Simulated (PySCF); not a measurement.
## Structure elucidation problem

An unknown has the formula C$_{4}$H$_{6}$O. Its calculated NMR data are:

1H NMR (300 MHz, computed): δ 5.98 (m, 2H), 4.77 (m, 4H).

13C{1H} NMR (computed): δ 135.0 (CH, 2C), 78.6 (CH2, 2C).

- geometry from PBE0-D3(BJ)/def2-SVP
- σ from GIAO-PBE0/pcSseg-1
- spin–spin couplings from B3LYP/pcJ-1 (without the spin–dipole term)
- program: PySCF 2.14
- equivalent nuclei averaged, single conformer, no solvent model, no relativistic terms

Scale: 1H (σref 31.27), 13C (σref 184.41) against TMS (reference shieldings calculated alike).

Propose a structure and justify it.

## Answers


1. The formula gives 2 degrees of unsaturation (1 ring in the answer).
2. 2 carbon signals for 4 carbons: some carbons are equivalent by symmetry or fast rotation.
3. Carbon types of the structure: 2 × CH, 2 × CH2, which accounts for all hydrogens.
4. δC 135.0: alkene CH; the olefinic region.
5. δC 78.6: allylic sp3 CH2 bonded to O; pulled downfield by the heteroatom.
6. δH 5.98: hydrogen on an alkene CH; olefinic region.
7. δH 4.77: hydrogen on an allylic sp3 CH2 bonded to O; its carbon carries O, which withdraws density.

These data were computed for SMILES C1C=CCO1.

The shifts were computed for this structure.

Multiplet labels drop couplings under 1 Hz and merge nearly equal ones. Couplings among chemically equivalent protons are left out too, so labels in AA′BB′ or AA′XX′ sets are apparent multiplicities. Unscaled 3J(H,H) at this level run about 10 % above measured values. Shifts are as computed. Against solution values, carbons near 30 ppm lie about +2 ppm off and those near 130 ppm about +5 ppm. Of 1211 compounds with measured shifts, 218 miss one by over three times the rms of a fit or turn the order of signals round; such compounds aren't used in these exercises.
